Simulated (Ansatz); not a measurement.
For 1T (CdI2-type) PtS₂, PBE-D4 (plane waves, PAW; Ansatz, a first-principles code) gives:

- equilibrium lattice constant a: 3.584 Å
- c axis length: 4.682 Å

### Question
What does HSE06 (Ansatz, plane waves, PAW) give for the same quantities?

### Answer

- lattice constant a: 3.526 Å (shrinks by 1.6 %)
- lattice parameter c: 6.402 Å (goes up by 37 %)

For comparison: lattice constant a 3.542 Å (measured, temperature not stated, not corrected to a static lattice; as tabulated in Björkman (2014), arXiv:1406.2436); lattice parameter c 5.036 Å (measured, temperature not stated, zero-point anharmonic expansion removed (computed with revB86b-DF2); no thermal correction; as tabulated in Björkman (2014), arXiv:1406.2436).

Changes are worked out from the printed values.

Unless a cell is named, each level is at its own relaxed cell (PBE-D4 17.36, HSE06 22.97 Å³/atom).

Levels without +SOC leave out spin–orbit coupling, which shifts energies and cells of such heavy elements.

Caveats: the cell comes from a level without a dispersion term, which matters for the spacing of layers, chains or molecules (HSE06). Ansatz's density-functional and Hartree–Fock values are scalar-relativistic unless marked +SOC, with PAW data made under PBE.
